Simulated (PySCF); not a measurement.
**Exact simulation of a proton spin system**

Molecule: `C=CCCF`, C4H7F.

Bonds (- single, = double, # triple, : aromatic): C1=C2 1.319 Å, C2-C3 1.498 Å, C3-C4 1.527 Å, C4-F5 1.374 Å. C1 carries H6, H7; C2 carries H8; C3 carries H9, H10; C4 carries H11, H12. H7 is cis to C3; H6 is trans to C3.

PySCF calculation with shielding tensors at PBE0/pcSseg-1 (GIAO), GFN2-xTB structure and couplings computed with B3LYP/pcJ-1 (spin–dipole term only in couplings to heteroatoms); non-relativistic, single conformer, isolated molecule, fast rotation and ring inversion assumed for equivalent nuclei.

δ = σ(ref) − σ, references computed at the same level: 1H vs TMS.

Shifts (ppm): F5 -248.0, H6 5.41, H7 5.41, H8 6.59, H9/H10 2.36, H11/H12 4.78.
Couplings (Hz): F5–H6: 0.2; F5–H7: 0.9; F5–H8: 0.4; F5–H9, F5–H10: 28.6; F5–H11, F5–H12: 53.3; H6–H7: 0.7; H6–H8: 11.5; H6–H9, H6–H10: -1.3; H6–H11, H6–H12: 0.1; H7–H8: 17.9; H7–H9, H7–H10: -1.6; H8–H9, H8–H10: 7.9; H8–H11, H8–H12: -0.4; H9–H10: -14.3; H9–H11, H9–H12, H10–H11, H10–H12: 6.1; H11–H12: -8.6.

The 8-spin Hamiltonian (Zeeman plus full scalar coupling among like nuclei) was diagonalised exactly; lines are Lorentzian, 1.0 Hz wide, and the maxima above 3 % are listed with the tallest set to 100.

(1) Give the 1H peak list of this spin system at 200 MHz.

(2) And at 500 MHz?

(3) Among coupled protons with different shifts, which pair is furthest from first order, and how does the field change that?

## Answers

(1) 
Hz from δ = 0 (height): 1341.1 (10), 1333.2 (20), 1329.7 (11), 1325.3 (12), 1322.0 (23), 1318.6 (4), 1315.1 (24), 1311.8 (14), 1307.3 (12), 1303.9 (25), 1296.0 (13), 1090.7 (51), 1089.8 (55), 1089.2 (60), 1088.0 (67), 1075.7 (54), 1074.4 (47), 1073.5 (42), 1072.8 (44), 1072.0 (37), 988.8 (49), 982.7 (100), 976.6 (52), 935.5 (49), 929.4 (100), 923.3 (52), 497.7 (10), 496.3 (16), 494.9 (10), 491.6 (20), 490.1 (38), 488.7 (32), 487.0 (13), 485.5 (13), 483.9 (31), 482.4 (37), 480.9 (20), 477.6 (10), 476.2 (15), 474.8 (9), 469.1 (10), 467.7 (16), 466.3 (11), 463.0 (20), 461.5 (38), 460.1 (32), 458.4 (13), 456.9 (13), 455.2 (31), 453.8 (37), 452.3 (20), 449.0 (10), 447.6 (15), 446.2 (9)

(2) 
```csv
Hz,ppm,height
3317.8,6.636,10
3309.9,6.620,21
3306.4,6.613,11
3302.0,6.604,13
3298.6,6.597,23
3295.2,6.590,4
3291.9,6.584,24
3288.5,6.577,13
3284.0,6.568,12
3280.5,6.561,23
3272.6,6.545,12
2713.9,5.428,48
2713.0,5.426,51
2712.3,5.425,56
2711.1,5.422,63
2698.8,5.398,58
2697.6,5.395,51
2696.8,5.394,46
2695.9,5.392,45
2422.8,4.846,50
2416.7,4.833,100
2410.6,4.821,51
2369.5,4.739,50
2363.3,4.727,100
2357.2,4.715,51
1205.8,2.412,10
1204.3,2.409,16
1202.9,2.406,10
1199.7,2.399,20
1198.2,2.396,37
1196.7,2.393,31
1195.0,2.390,13
1193.5,2.387,13
1191.9,2.384,31
1190.4,2.381,37
1189.0,2.378,20
1185.7,2.371,10
1184.2,2.369,15
1182.8,2.366,10
1177.2,2.354,10
1175.7,2.351,16
1174.3,2.349,10
1171.0,2.342,20
1169.5,2.339,37
1168.1,2.336,31
1166.4,2.333,13
1165.0,2.330,13
1163.2,2.326,31
1161.8,2.324,37
1160.4,2.321,20
1157.0,2.314,10
1155.7,2.311,15
1154.2,2.308,9
```

(3) H7 and H8: Δν/J is about 13.2 at 200 MHz (close to first order) and 33.0 at 500 MHz (close to first order). J in Hz doesn't depend on the field, while Δν in Hz grows in proportion to it.

Unscaled 3J(H,H) at this level run about 10 % above measured values. Couplings across =CH–CH2 type bonds come from one rotamer and its mirror image, and can be 1–2 Hz further off. Vicinal H,H couplings across rotating CH2–CH2 and CH–CH2 bonds are estimated from the computed gauche and anti values for equal rotamer populations, (2 J gauche + J anti)/3. 3J across rotatable bonds or in flexible rings reflects this conformer alone.
